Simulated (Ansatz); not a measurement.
The same path of C$_{2}$H$_{4}$S$_{2}$ (8 atoms, charge 0, multiplicity 1) was run twice with different band settings. The coordinate that changes most is the dihedral H6–C1–C2–S3.

These are results of Ansatz 0.2.0, RKS PBE0-D4/6-31G*, not measurements.

Relaxed end points:

```xyz
8
Properties=species:S:1:pos:R:3
C -0.015 1.032 -0.263
C 0.176 -0.452 -0.114
S 1.127 -1.351 -1.089
S -0.742 -1.086 1.241
H 0.520 1.392 -1.142
H -1.080 1.278 -0.358
H 0.362 1.553 0.626
H -0.349 -2.365 1.101
```

```xyz
8
Properties=species:S:1:pos:R:3
C -0.258 0.990 -0.296
C 0.014 -0.479 -0.134
S -0.261 -1.592 -1.296
S 0.669 -0.842 1.453
H 0.675 1.560 -0.202
H -0.700 1.185 -1.273
H -0.937 1.346 0.489
H 0.797 -2.167 1.260
```

Common settings: movable images 9; climbing image yes; optimiser quadratic models (default); start path IDPP; force threshold 0.05 eV/Å; end points relaxed.

| run | spring | iteration limit |
| --- | --- | --- |
| 1 | 5.0 eV/Å² | 58 |
| 2 | 2.0 to 10.0 eV/Å², energy-weighted | 60 |

What does each run give, and how far can it be trusted?

Run 1: converged after 6 iterations, highest image 0.013 eV above the first end. A vibrational analysis at the climbing image gives one clearly imaginary mode, 94i cm⁻¹: a first-order saddle point.
Run 2: converged after 8 iterations, highest image 0.013 eV above the first end. Another band between the same ends (9 images) ends at a top of the same energy, where a vibrational analysis finds 1 clearly imaginary mode.
